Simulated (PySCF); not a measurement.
Gas-phase reaction: 3 H3SiCCH + C3H6 (propylene) ⇌ 3 CH3SiH + C6H6

Computed with PySCF (xtb for GFN2) and rigid-rotor harmonic-oscillator thermochemistry at 1 bar. † marks an energy on the PBE0/def2-TZVP geometry and frequencies; other levels use their own. MP2 freezes the core. 6-31G* has spherical d functions here. All species are closed-shell singlets. CH3SiH: computed as isolated molecules; such fragments, hydroxides, amides, oligomers or adducts are transient or little studied in the gas. MP2 isn't extrapolated to the basis-set limit; its ΔH°(298 K) is -28.2 kJ in def2-SVP and 3.1 kJ in def2-TZVPP. The harmonic model lacks anharmonicity and excited electronic states, which grow with temperature; levels with a mode under 35 cm⁻¹ are left out. Internal rotation in C3H6 (propylene), CH3SiH is treated as a harmonic vibration of one conformer, which makes the entropy rough.

```json
[
 {"level": "BLYP/def2-TZVP†", "ΔE electronic, kJ": "-47", "ΔH°(298 K), kJ": "-11", "ΔS°(298 K), J/K": "-17", "ΔG°(800 K), kJ": "10"},
 {"level": "GFN2-xTB", "ΔE electronic, kJ": "-83", "ΔH°(298 K), kJ": "-36", "ΔS°(298 K), J/K": "-40", "ΔG°(800 K), kJ": "8"},
 {"level": "HF/6-31G*", "ΔE electronic, kJ": "-69", "ΔH°(298 K), kJ": "-32", "ΔS°(298 K), J/K": "-20", "ΔG°(800 K), kJ": "-9"},
 {"level": "HF/def2-TZVP†", "ΔE electronic, kJ": "1", "ΔH°(298 K), kJ": "37", "ΔS°(298 K), J/K": "-17", "ΔG°(800 K), kJ": "58"},
 {"level": "MP2/def2-TZVPP†", "ΔE electronic, kJ": "-34", "ΔH°(298 K), kJ": "3", "ΔS°(298 K), J/K": "-17", "ΔG°(800 K), kJ": "24"},
 {"level": "PBE/def2-SVP", "ΔE electronic, kJ": "-163", "ΔH°(298 K), kJ": "-127", "ΔS°(298 K), J/K": "-13", "ΔG°(800 K), kJ": "-109"},
 {"level": "PBE/def2-TZVP†", "ΔE electronic, kJ": "-118", "ΔH°(298 K), kJ": "-82", "ΔS°(298 K), J/K": "-17", "ΔG°(800 K), kJ": "-61"},
 {"level": "PBE0/def2-TZVP", "ΔE electronic, kJ": "-127", "ΔH°(298 K), kJ": "-90", "ΔS°(298 K), J/K": "-17", "ΔG°(800 K), kJ": "-70"},
 {"level": "LDA/def2-TZVP†", "ΔE electronic, kJ": "-188", "ΔH°(298 K), kJ": "-151", "ΔS°(298 K), J/K": "-17", "ΔG°(800 K), kJ": "-131"},
 {"level": "ωB97X-V/def2-TZVP†", "ΔE electronic, kJ": "-76", "ΔH°(298 K), kJ": "-40", "ΔS°(298 K), J/K": "-17", "ΔG°(800 K), kJ": "-19"}
]
```
ΔH° is lowest at LDA/def2-TZVP† and highest at HF/def2-TZVP†. No reference value is set beside these.
